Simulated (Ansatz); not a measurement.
A structure of MgO relaxed with PBEsol (plane waves to 420 eV, PAW, scalar-relativistic; Ansatz, a first-principles code); single points at other levels follow on the same geometry (Ansatz, PAW; HSE06 at 420 eV on a 8×8×8 k-mesh; no spin-orbit coupling). Space group Fm-3m (No. 225).

```
MgO
1.0
    0.00000     2.10705     2.10705
    2.10705     0.00000     2.10705
    2.10705     2.10705     0.00000
Mg O
1 1
Direct
  0.50000   0.50000   0.50000
  0.00000   0.00000   0.00000
```

```tsv
level	gap (eV)	kind	conduction minimum
PBEsol	4.62	direct	Γ
HSE06	…	–	…
```

Question: Complete the blanks.

Answer: 
- HSE06, gap (eV): 6.47
- HSE06, conduction minimum: Γ

No spin polarisation in the result: the starting moments vanished.

Measured for MgO: a 4.189 Å (static lattice; corrected from measurement; as listed in Daniel Mejia-Rodriguez, S. B. Trickey, Phys. Rev. B (2018)); gap 8.36 eV (static lattice; corrected from measurement; as listed in Wei Chen et al., Physical Review Materials (2018)). Computed minus measured — a: PBEsol +0.6 %; gap: PBEsol -3.74 eV, HSE06 -1.89 eV. The computed values are for a static lattice, and a measured gap can be an optical one, lowered by exciton binding.

It was reached from a disturbed copy of a P4/mmm (No. 123) cell, against which it lies -2.45 eV/atom.
